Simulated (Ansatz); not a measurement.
A made-up structure of CH3NSi, singlet:

C1  (-0.379, 0.484, -0.335)
Si2  (0.631, -0.805, 0.555)
N3  (1.474, -1.879, 1.302)
H4  (0.216, 1.390, -0.454)
H5  (-1.274, 0.707, 0.249)
H6  (1.017, -1.875, -0.295)
(Å)

It is relaxed with PBE-D4/def2-SVP and then PBE0-D4/def2-TZVP (Ansatz 0.2.0). Atoms count as bonded within 1.22 times the sum of their covalent radii (H–H: 0.88 Å). The end point is not checked to be a true minimum.

**Question.** Does its bonding change? (A judgement: the text doesn't fix the answer.)

**Answer.** By the calculation: Yes. Formed: N3–H6; broken: Si2–H6.

Where it ends: The first stage lowers the energy by 3.67 eV in 17 steps. It ends as CH₃NSi ([CH2][Si][NH]):
```tsv
atom	x (Å)	y (Å)	z (Å)
C1	-0.3560	0.7976	0.0357
Si2	0.4699	-0.6638	0.2116
N3	1.3167	-1.8584	0.7933
H4	0.1268	1.6292	-0.4613
H5	-1.4329	0.8210	0.1424
H6	1.5607	-2.7033	0.2994
```

Labels in which every atom is bracketed show which atoms are joined, not bond orders.

For scale, one of the runs: PBE0-D4/def2-TZVP relaxation, 117 basis functions, launched by `ansatz run in.yaml --threads 2 --pin off --events-out ev --progress --plain --max-ram 4352MiB`. Hardware: 2 CPU threads of an Arm Neoverse V2, shared host. Wall time about 17 s.
